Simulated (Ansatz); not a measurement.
Reaction (SMILES): [C]#C (C-CH) → [C-]#C (an electron is taken up)
B3LYP-D3(BJ)/def2-TZVP geometries, fixed; electronic energies without zero-point terms; positive where energy is released.
Largest species:
```
C
C 1 1.2000
H 1 1.0642 2 180.00
```
Charge 0, spin multiplicity 2.

Basis-set convergence of the adiabatic electron affinity at PBE0 with Ansatz (a quantum-chemistry and plane-wave program). Cartesian d functions, on some or all atoms, in 6-31G*, 6-31+G*; all else is spherical. The program fits the integrals of some runs and decomposes those of others, by size. Open shells are unrestricted. No added dispersion term, no relativity. Functions are those of the species that has most. Reference: the value in aug-pcseg-3, 2.915 eV, itself unsure by roughly 0.012 eV (its mean distance from aug-cc-pVQZ, def2-QZVPPD). Deviations are taken from unrounded values.

```
basis        functions  adiabatic electron affinity (eV)
-----------  ---------  --------------------------------
6-31G*              32                             2.052
6-31+G*             40                             2.935
cc-pVDZ             33                             2.391
aug-cc-pVDZ         55                             2.963
def2-SVP            33                             2.403
def2-SVPD           48                             2.740
pcseg-1             33                             2.655
aug-pcseg-1         55                             2.986
6-311G**            42                             2.501
6-311+G**           50                             2.943
def2-TZVP           68                             2.786
def2-TZVPD          83                             2.856
cc-pVTZ             74                             2.666
aug-cc-pVTZ        115                             2.922
pcseg-2             74                             2.846
aug-pcseg-2        115                             2.915
def2-TZVPP          76                             2.790
def2-TZVPPD         91                             2.855
cc-pVQZ            140                             2.789
aug-cc-pVQZ        206                             2.916
def2-QZVPP         144                             2.867
def2-QZVPPD        159                             2.891
pcseg-3            153                             2.908
aug-pcseg-3        219                             2.915
```

What the diffuse functions change, pair by pair:
- 6-31G* to 6-31+G*: 8 more functions, deviation -0.863 to 0.021 eV
- cc-pVDZ to aug-cc-pVDZ: 22 more functions, deviation -0.524 to 0.048 eV
- def2-SVP to def2-SVPD: 15 more functions, deviation -0.511 to -0.174 eV
- pcseg-1 to aug-pcseg-1: 22 more functions, deviation -0.260 to 0.071 eV
- 6-311G** to 6-311+G**: 8 more functions, deviation -0.414 to 0.029 eV
- def2-TZVP to def2-TZVPD: 15 more functions, deviation -0.129 to -0.058 eV
- cc-pVTZ to aug-cc-pVTZ: 41 more functions, deviation -0.248 to 0.007 eV
- pcseg-2 to aug-pcseg-2: 41 more functions, deviation -0.068 to 0.001 eV
- def2-TZVPP to def2-TZVPPD: 15 more functions, deviation -0.124 to -0.060 eV
- cc-pVQZ to aug-cc-pVQZ: 66 more functions, deviation -0.126 to 0.001 eV
- def2-QZVPP to def2-QZVPPD: 15 more functions, deviation -0.047 to -0.023 eV
- pcseg-3 to aug-pcseg-3: 66 more functions, deviation -0.007 to 0.000 eV

Leaving out the reference's own pair, they bring the value nearer the reference by more than 0.012 eV in 11 of 11 pairs.
